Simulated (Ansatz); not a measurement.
Consider the silylene formation by 1,1-elimination: trichlorosilane → Cl₂ + `[SiH]Cl`.

Gas-phase electronic energies from Ansatz, PBE0-D4/def2-TZVP geometries. CCSD(T)/CBS is extrapolated from def2-TZVPP and def2-QZVPP, frozen cores. DFT in def2-TZVPP. B3LYP here is the variant with VWN-RPA as its local correlation; programs differ in this.

`Cl[SiH](Cl)Cl`:

Z-matrix (Å, degrees):
```
Si
Cl 1 2.030
Cl 1 2.030 2 109.5
Cl 1 2.030 2 109.5 3 -120.1
H 1 1.469 2 109.4 3 120.0
```

Cl₂:

```xyz
2

Cl    0.123    0.329    0.927
Cl   -0.123   -0.329   -0.927
```

`[SiH]Cl`:

```xyz
3

Si   -0.312   -0.012    0.764
Cl    0.826    1.157   -0.522
H    -0.513   -1.145   -0.242
```

```csv
level,ΔE (kcal/mol),difference from CCSD(T)/CBS
LDA (SPW92),135.7,-0.2
PBE-D4,128.8,-7.1
revPBE-D4,127.7,-8.2
BLYP-D4,123.5,-12.4
r2SCAN-D4,139.1,3.2
PBE0-D4,135.2,-0.7
B3LYP-D4,129.6,-6.3
r2SCAN0-D4,141.6,5.7
ωB97X-V,136.4,0.5
PBE-QIDH,140.9,5.0
PBE,126.4,-9.5
PBE0,133.1,-2.8
B3LYP,125.6,-10.3
r2SCANh,139.5,3.6
r2SCAN0,140.9,5.0
BHLYP,133.3,-2.6
CAM-B3LYP,131.1,-4.8
LC-ωPBE,138.7,2.8
HF/def2-SVP,135.7,-0.2
MP2/def2-SVP,141.4,5.5
CCSD/def2-SVP,131.9,-4.0
CCSD(T)/def2-SVP,131.7,-4.2
MP2/def2-TZVPP,142.1,6.2
SCS-MP2/def2-TZVPP,136.6,0.7
CCSD/def2-TZVPP,132.8,-3.1
SCS-MP2/def2-QZVPP,137.4,1.5
CCSD/def2-QZVPP,134.4,-1.5
CCSD(T)/def2-QZVPP,134.5,-1.4
HF/CBS(def2),134.0,-1.9
CCSD/CBS(def2),135.9,0.0
HF/cc-pV(D+d)Z,132.5,-3.4
MP2/cc-pV(D+d)Z,137.6,1.7
CCSD/cc-pV(D+d)Z,127.7,-8.2
CCSD(T)/cc-pV(D+d)Z,127.5,-8.4
CCSD(T)/cc-pV(T+d)Z,131.6,-4.3
HF/cc-pV(Q+d)Z,134.1,-1.8
CCSD/cc-pV(Q+d)Z,134.4,-1.5
HF/CBS(cc),134.1,-1.8
MP2/CBS(cc),144.0,8.1
CCSD/CBS(cc),136.4,0.5
CCSD(T)/CBS,135.9,0
```

Problem. What do rigid-rotor, harmonic-oscillator terms from PBE0-D4/def2-TZVP frequencies (298.15 K, 1 bar) make of the CCSD(T)/CBS value? (Estimate.)

Solution. Ansatz gave: ΔZPE = -3.3 kcal/mol, ΔH = +133.5 kcal/mol, ΔS = 160 J/(mol·K), ΔG = +122.1 kcal/mol.

Largest T1 diagnostic among the species: 0.013.

The D4 term adds +4.0 kcal/mol with B3LYP and +2.1 kcal/mol with PBE0; it sums over pairs of atoms, weighted by their polarisabilities, and B3LYP, whose exchange is more repulsive, gets the larger term. From BLYP to BHLYP (50 % exact exchange), in def2-TZVPP and without D4, ΔE moves by +14.9 kcal/mol.
